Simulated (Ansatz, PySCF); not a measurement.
Species: C3H7, charge 0, doublet. C3H7 (SMILES C[CH]C, doublet).
B3LYP-D3(BJ)/def2-TZVP minimum from Ansatz (a first-principles code):
```
C
H 1 1.0826
C 1 1.4853 2 119.07
H 3 1.0908 1 112.14 2 22.05
H 3 1.0961 4 108.14 1 -123.29
H 3 1.1017 4 107.08 5 -113.68
C 1 1.4853 2 119.07 3 -167.94
H 7 1.0908 1 112.14 2 -22.05
H 7 1.0961 8 108.14 1 123.29
H 7 1.1017 8 107.08 9 113.68
```
Charge 0, spin multiplicity 2.

Atomisation energy term by term, kcal/mol (programs: Ansatz). UHF or UKS for unpaired electrons; spin-orbit terms are left out. Correlated methods leave the cores frozen. Rows without X2C or -DK are non-relativistic. CBS(X,Y): correlation extrapolated as X^-3, Hartree-Fock from the larger set. A bracket is a step between two methods taken in the basis named. '+ core + X2C': CCSD(T) terms for core correlation (cc-pwCVTZ) and scalar relativity (cc-pVTZ-DK). For partners of very few electrons the exact lower level stands in for a higher one.

| term | basis | kcal/mol |
|---|---|---|
| Hartree-Fock | cc-pVQZ | 694.83 |
| CCSD correlation | CBS(cc-pVTZ,cc-pVQZ) | 194.84 |
| (T) | CBS(cc-pVTZ,cc-pVQZ) | 9.49 |
| CCSDT(Q) - CCSD(T) | cc-pVDZ | 0.36 |
| core correlation | cc-pwCVTZ | 3.36 |
| scalar relativity | X2C, cc-pVTZ-DK | -0.56 |
| minus zero-point energy | Hessian by PySCF at B3LYP-D3(BJ)/def2-TZVP | -55.00 |
| sum: D0 |  | 847.3 |
